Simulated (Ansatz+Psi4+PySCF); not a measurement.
doublet C₃H₇: levels of theory in one basis

```yaml
atoms:
  - { symbol: C, position_ang: [0.0167, 0.5412, -0.0093] }
  - { symbol: C, position_ang: [0.0201, -0.1979, 1.2837] }
  - { symbol: C, position_ang: [0.0229, -0.2035, -1.2947] }
  - { symbol: H, position_ang: [-0.3314, 1.5783, -0.0043] }
  - { symbol: H, position_ang: [0.2299, 0.4612, 2.1336] }
  - { symbol: H, position_ang: [0.2227, 0.4545, -2.1472] }
  - { symbol: H, position_ang: [-0.9496, -0.6929, 1.4840] }
  - { symbol: H, position_ang: [0.7769, -0.9967, 1.2844] }
  - { symbol: H, position_ang: [0.7740, -0.9880, -1.2857] }
  - { symbol: H, position_ang: [-0.9457, -0.6877, -1.4839] }
```

Basis set: cc-pVTZ (spherical functions). Left uncorrelated: 3 orbitals. Correlation on ROHF uses semicanonical orbitals with singles. Charge 0, multiplicity 2.

Computed with Ansatz (development build ahead of 0.2.0) and Psi4 1.11; each method stands on the lowest determinant of its kind that the runs found.

```tsv
method	E − E(ROHF) (eV)	<S²> of the determinant
ROHF	0.00	0.75
UHF	-0.13	0.76
ROHF-MP2	-13.88	–
UHF-MP2	-13.86	0.76
```
